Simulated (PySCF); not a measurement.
# One shape, several levels: CH4N2S (thiourea)

We compute a comparison of 6 runs (HF/STO-3G, HF/3-21G, B3LYP/6-31G*, M06-2X/def2-SVP, PBE/def2-SVP, MP2/def2-SVP) of CH4N2S (thiourea). 

The results are computed with PySCF 2.14.0.

### 1 Starting point

CH4N2S has 8 atoms, charge 0, and is taken as a singlet. As SMILES, `NC(N)=S`. The coordinates come from a PBE0-D4/def2-TZVP relaxation. This is one conformer, not always the lowest.

Bond lengths: N1–C2 1.355 Å, C2–N3 1.355 Å, C2–S4 1.656 Å, N1–H5 1.005 Å, N1–H6 1.007 Å, N3–H7 1.005 Å, N3–H8 1.007 Å. Angles: N1–C2–N3 114.9°, N1–C2–S4 122.5°, N3–C2–S4 122.5°, C2–N1–H5 115.6°, C2–N1–H6 120.3°, C2–N3–H7 115.6°, C2–N3–H8 120.3°, H5–N1–H6 117.1°, H7–N3–H8 117.1°.

### 2 Energy and gradient at HF/STO-3G (run 1)

calc.py reads:

```python
import pyscf.grad
from pyscf import gto, scf

mol = gto.M(
    atom='''
N        0.139170       1.124690      -0.314810
C       -0.211140      -0.183550      -0.349750
N        0.125480      -0.894630       0.753200
S       -0.991870      -0.862260      -1.643000
H       -0.222080       1.691000      -1.061710
H        0.309600       1.581210       0.566090
H       -0.004930      -1.888350       0.685650
H        0.855790      -0.568120       1.364330
''',
    spin=0,
    charge=0,
    basis='sto-3g',
    max_memory=1860,
    verbose=4,
)

calc0 = scf.RHF(mol)
calc0.conv_tol = 1e-10
calc0.kernel()
if not calc0.converged:
    calc0 = calc0.newton().run(calc0.mo_coeff, calc0.mo_occ)

e_final = calc0.e_tot
print('Final energy', e_final)
grad = calc0.Gradients().kernel()
calc0.analyze()
```

Command:

```
$ OMP_NUM_THREADS=1 python calc.py
```

Standard output:

```text
PySCF version 2.14.0

[... 79 lines left out ...]
Nuclear Repulsion Energy =             158.226581226461803
[... 3 lines left out ...]
DFT Exchange-Correlation Energy =      -45.235664725330366
[... 5 lines left out ...]
MO #4   energy= -11.1254928676898  occ= 2
[... 3 lines left out ...]
MO #8   energy= -6.11759848786608  occ= 2
[... 3 lines left out ...]
MO #12  energy= -0.738828667682657 occ= 2
[... 3 lines left out ...]
MO #16  energy= -0.509042314302951 occ= 2
[... 3 lines left out ...]
MO #20  energy= -0.181384956199393 occ= 2
[... 3 lines left out ...]
MO #24  energy= 0.610072570202525  occ= 0
[... 3 lines left out ...]
MO #28  energy= 0.898397072045717  occ= 0
 ** Mulliken pop on meta-lowdin orthogonal AOs  **
 ** Mulliken pop  **
pop of  0 N 1s            1.99986
pop of  0 N 2s            1.24548
pop of  0 N 2px           1.71718
pop of  0 N 2py           1.10973
pop of  0 N 2pz           1.17919
pop of  1 C 1s            1.99987
pop of  1 C 2s            1.09207
pop of  1 C 2px           0.89228
pop of  1 C 2py           0.91019
pop of  1 C 2pz           0.98186
pop of  2 N 1s            1.99986
pop of  2 N 2s            1.24549
pop of  2 N 2px           1.52511
pop of  2 N 2py           1.15544
pop of  2 N 2pz           1.32555
pop of  3 S 1s            2.00000
pop of  3 S 2s            1.99982
pop of  3 S 3s            1.86324
pop of  3 S 2px           1.99961
pop of  3 S 2py           1.99979
pop of  3 S 2pz           1.99935
pop of  3 S 3px           1.37514
pop of  3 S 3py           1.75593
pop of  3 S 3pz           1.21409
pop of  4 H 1s            0.84639
pop of  5 H 1s            0.86055
pop of  6 H 1s            0.84639
pop of  7 H 1s            0.86055
 ** Mulliken atomic charges  **
charge of    0N =     -0.25144
charge of    1C =      0.12373
charge of    2N =     -0.25144
charge of    3S =     -0.20698
charge of    4H =      0.15361
charge of    5H =      0.13945
charge of    6H =      0.15361
charge of    7H =      0.13945
Dipole moment(X, Y, Z, Debye):  1.81116,  1.57449,  3.00003
```

Wall time 2.1 s (1 thread of Arm Neoverse N1, shared host); peak memory 0.12 GiB.

### 3 Energy and forces at HF/3-21G (run 2)

calc.py reads:

```python
# NC(N)=S
import pyscf.grad
from pyscf import gto

mol = gto.M(
    atom='''
N      0.262993     2.125356    -0.594905
C     -0.398997    -0.346859    -0.660932
N      0.237123    -1.690606     1.423342
S     -1.874363    -1.629435    -3.104820
H     -0.419670     3.195527    -2.006341
H      0.585059     2.988054     1.069755
H     -0.009316    -3.568464     1.295691
H      1.617209    -1.073591     2.578210
''',
    unit='bohr',
    charge=0,
    max_memory=1860,
    basis='3-21g',
    verbose=4,
)

mf = mol.RHF()
mf.conv_tol = 1e-10
mf.kernel()
if not mf.converged:
    mf = mf.newton().run(mf.mo_coeff, mf.mo_occ)

etot = mf.e_tot
print('E(%s) = %.9f' % ('HF', etot))
grad = mf.Gradients().kernel()
mf.analyze()
```

Command:

```
$ OMP_NUM_THREADS=1 python calc.py
```

Standard output:

```text
PySCF version 2.14.0

[... 81 lines left out ...]
Two-electron Energy =                  360.871136786988245
[... 6 lines left out ...]
MO #3   energy= -15.5280221147913  occ= 2
[... 4 lines left out ...]
MO #8   energy= -6.50610914554279  occ= 2
[... 4 lines left out ...]
MO #13  energy= -0.749262429236616 occ= 2
[... 4 lines left out ...]
MO #18  energy= -0.437106103833516 occ= 2
[... 4 lines left out ...]
MO #23  energy= 0.259264089198408  occ= 0
[... 4 lines left out ...]
MO #28  energy= 0.54288367075999   occ= 0
[... 4 lines left out ...]
MO #33  energy= 0.991624877199489  occ= 0
[... 4 lines left out ...]
MO #38  energy= 1.37446437918087   occ= 0
[... 4 lines left out ...]
MO #43  energy= 1.64838407326865   occ= 0
[... 4 lines left out ...]
MO #48  energy= 2.79229634044163   occ= 0
[... 20 lines left out ...]
pop of  2 N 1s            1.99972
pop of  2 N 2s            1.23190
pop of  2 N 3s            0.00113
pop of  2 N 2px           1.53806
pop of  2 N 2py           1.25579
pop of  2 N 2pz           1.35330
pop of  2 N 3px           0.00759
pop of  2 N 3py           0.00193
pop of  2 N 3pz           0.00497
pop of  3 S 1s            2.00000
pop of  3 S 2s            1.99986
pop of  3 S 3s            1.80964
pop of  3 S 4s            0.01891
pop of  3 S 2px           1.99989
pop of  3 S 2py           1.99989
pop of  3 S 2pz           1.99978
pop of  3 S 3px           1.52462
pop of  3 S 3py           1.75702
pop of  3 S 3pz           1.29006
pop of  3 S 4px           0.00537
pop of  3 S 4py           0.00565
pop of  3 S 4pz           0.01044
pop of  4 H 1s            0.73663
pop of  4 H 2s            0.01440
pop of  5 H 1s            0.76207
pop of  5 H 2s            0.01298
pop of  6 H 1s            0.73663
pop of  6 H 2s            0.01440
pop of  7 H 1s            0.76207
pop of  7 H 2s            0.01298
 ** Mulliken atomic charges  **
charge of    0N =     -0.39437
charge of    1C =      0.26204
charge of    2N =     -0.39438
charge of    3S =     -0.42111
charge of    4H =      0.24896
charge of    5H =      0.22495
charge of    6H =      0.24896
charge of    7H =      0.22495
Dipole moment(X, Y, Z, Debye):  2.73980,  2.38179,  4.53827
```

It took 2.3 s on 1 thread of Arm Neoverse N1, shared host; peak memory 0.12 GiB.

Runs 3 to 5 aren't shown in full; the table further down has their settings and results.

### 4 Energy and forces at MP2/def2-SVP (run 6)

job.py reads:

```python
# NC(N)=S
import pyscf.grad
from pyscf import gto, mp

system = gto.M(
    atom='''
N    0.139170   1.124690  -0.314810
C   -0.211140  -0.183550  -0.349750
N    0.125480  -0.894630   0.753200
S   -0.991870  -0.862260  -1.643000
H   -0.222080   1.691000  -1.061710
H    0.309600   1.581210   0.566090
H   -0.004930  -1.888350   0.685650
H    0.855790  -0.568120   1.364330
''',
    charge=0,
    basis='def2-svp',
    spin=0,
    verbose=4,
    max_memory=1860,
)

hf = system.RHF()
hf.conv_tol = 1e-10
hf.kernel()
if not hf.converged:
    hf = hf.newton().run(hf.mo_coeff, hf.mo_occ)

pt = mp.MP2(hf, frozen=8).run()
etot = pt.e_tot
print('Final energy', etot)
grad = pt.Gradients().kernel()
hf.analyze()
```

Command:

```
$ OMP_NUM_THREADS=1 python job.py
```

Standard output:

```text
PySCF version 2.14.0

[... 90 lines left out ...]
DFT Exchange-Correlation Energy =      -44.902526503418926
[... 9 lines left out ...]
MO #8   energy= -6.55974851431455  occ= 2
[... 7 lines left out ...]
MO #16  energy= -0.579187811980436 occ= 2
[... 7 lines left out ...]
MO #24  energy= 0.211121890982883  occ= 0
[... 7 lines left out ...]
MO #32  energy= 0.712093518192042  occ= 0
[... 7 lines left out ...]
MO #40  energy= 0.987930679746321  occ= 0
[... 7 lines left out ...]
MO #48  energy= 1.18431016607353   occ= 0
[... 7 lines left out ...]
MO #56  energy= 1.71907758368074   occ= 0
[... 7 lines left out ...]
MO #64  energy= 2.21638088151994   occ= 0
[... 7 lines left out ...]
MO #72  energy= 3.00392522627035   occ= 0
[... 7 lines left out ...]
MO #80  energy= 3.93324120472451   occ= 0
[... 52 lines left out ...]
pop of  3 S 3py           1.76290
pop of  3 S 3pz           1.31435
pop of  3 S 4px           0.00271
pop of  3 S 4py           0.00381
pop of  3 S 4pz           0.00502
pop of  3 S 3dxy          0.00253
pop of  3 S 3dyz          0.00594
pop of  3 S 3dz^2         0.00566
pop of  3 S 3dxz          0.00704
pop of  3 S 3dx2-y2       0.00188
pop of  4 H 1s            0.73679
pop of  4 H 2s            0.01570
pop of  4 H 2px           0.00123
pop of  4 H 2py           0.00072
pop of  4 H 2pz           0.00153
pop of  5 H 1s            0.76353
pop of  5 H 2s            0.01298
pop of  5 H 2px           0.00150
pop of  5 H 2py           0.00070
pop of  5 H 2pz           0.00154
pop of  6 H 1s            0.73679
pop of  6 H 2s            0.01570
pop of  6 H 2px           0.00089
pop of  6 H 2py           0.00213
pop of  6 H 2pz           0.00046
pop of  7 H 1s            0.76353
pop of  7 H 2s            0.01298
pop of  7 H 2px           0.00186
pop of  7 H 2py           0.00027
pop of  7 H 2pz           0.00160
 ** Mulliken atomic charges  **
charge of    0N =     -0.40381
charge of    1C =      0.30129
charge of    2N =     -0.40381
charge of    3S =     -0.42124
charge of    4H =      0.24403
charge of    5H =      0.21975
charge of    6H =      0.24403
charge of    7H =      0.21975
Dipole moment(X, Y, Z, Debye):  2.50691,  2.17934,  4.15252
```

Wall time 11 s (1 thread of Arm Neoverse N1, shared host); peak memory 0.44 GiB.

### 5 Overview of the runs

```
run                               level  Cartesian functions  integration grid  energy (Eh)  dipole moment (D) of the reference  HOMO energy (eV)  LUMO energy (eV)  wall time
  1                           HF/STO-3G                   no                 –  -540.330352                                3.84             -4.94              8.03      2.1 s
  2                            HF/3-21G                   no                 –  -543.846511                                5.81             -8.65              4.27      2.3 s
  3  B3LYP/6-31G* (Cartesian functions)                  yes                 5  -548.214897                                5.25             -5.55              0.04       34 s
  4                     M06-2X/def2-SVP                   no                 5  -547.901808                                5.00             -6.89              1.27       66 s
  5                        PBE/def2-SVP                   no                 5  -547.639829                                4.88             -4.42             -0.53       35 s
  6                        MP2/def2-SVP                   no                 –  -546.994285                                5.32             -8.53              4.18       11 s
```

### 6 What came out

| quantity | value |
| --- | --- |
| run 6: total energy | -546.99429 Eh |
| run 6: dipole moment (Hartree–Fock density) | 5.32 D |
| run 6: HOMO energy (Hartree–Fock orbitals) | -8.53 eV |
| run 6: LUMO energy (Hartree–Fock orbitals) | 4.18 eV |
| run 6: HOMO–LUMO gap (Hartree–Fock orbitals) | 12.71 eV |
| run 6: correlation energy (8 core orbitals frozen) | -591.5 mEh |
| run 6: largest force on an atom | 0.652 eV/Å |

Over runs 1, 2, 3, 4, 5 the dipole moment (its size) runs from 3.84 D (HF/STO-3G) to 5.81 D (HF/3-21G). Over runs 1, 2, 3, 4, 5 the HOMO–LUMO gap runs from 3.90 eV (PBE/def2-SVP) to 12.96 eV (HF/STO-3G). The two ends differ in method and basis. Totals of different functionals can't be ranked against each other. In run 1 the basis is minimal, so the values are rough. All runs together took 2.5 min, the longest 66 s.
